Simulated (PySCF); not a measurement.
**difluoromethane: calculation against experiment**

**What was measured.**

NIST CCCBDB Release 22 (SRD 101), experimental dipoles lists, for the gas: dipole moment (microwave Stark effect) 1.97 D.

The runs below try to reproduce these values; the comparison stands at the end.

Species: difluoromethane, CH2F2.
Atom-mapped SMILES: `[F:1][CH2:2][F:3]` (hydrogens: H4, H5 on C2)

Geometry (GFN2-xTB, Å), atoms numbered from 1 in this order:
```xyz
5
CH2F2 angstrom
F     -1.0618    0.7495   -0.0673
C     -0.0007   -0.0729   -0.0014
F      1.1126    0.6798    0.0213
H     -0.0572   -0.6504    0.9316
H      0.0157   -0.7031   -0.9013
```

The PySCF runs (gas phase, on this GFN2-xTB geometry; no spin–orbit coupling):

| level | job | basis functions | wall time |
| --- | --- | --- | --- |
| PBE0/pcSseg-1 | shieldings, charges and field gradients | 61 | 2.4 s |
| B3LYP/pcJ-1 | spin–spin couplings from 5 perturbed nuclei | 101 | 3.4 s |

Hardware: one thread, Arm Neoverse V1, no GPU (shared host).

**Comparison with experiment**

**Dipole moment.** Measured: 1.97 D (NIST CCCBDB Release 22 (SRD 101), experimental dipoles).

```csv
level,computed (D),computed − measured (D),% (from the printed values)
PBE0/pcSseg-1,1.95,-0.02,-1
B3LYP/pcJ-1,1.94,-0.03,-2
```

Closest is PBE0/pcSseg-1 (-0.02 D), furthest B3LYP/pcJ-1 (-0.03 D); one molecule doesn't rank methods. The computed dipoles belong to one fixed geometry; measured ones are averaged over vibrations unless marked μe. Magnitudes are compared, not signs.

No measured geometry was used, and the causes of the misses weren't examined.
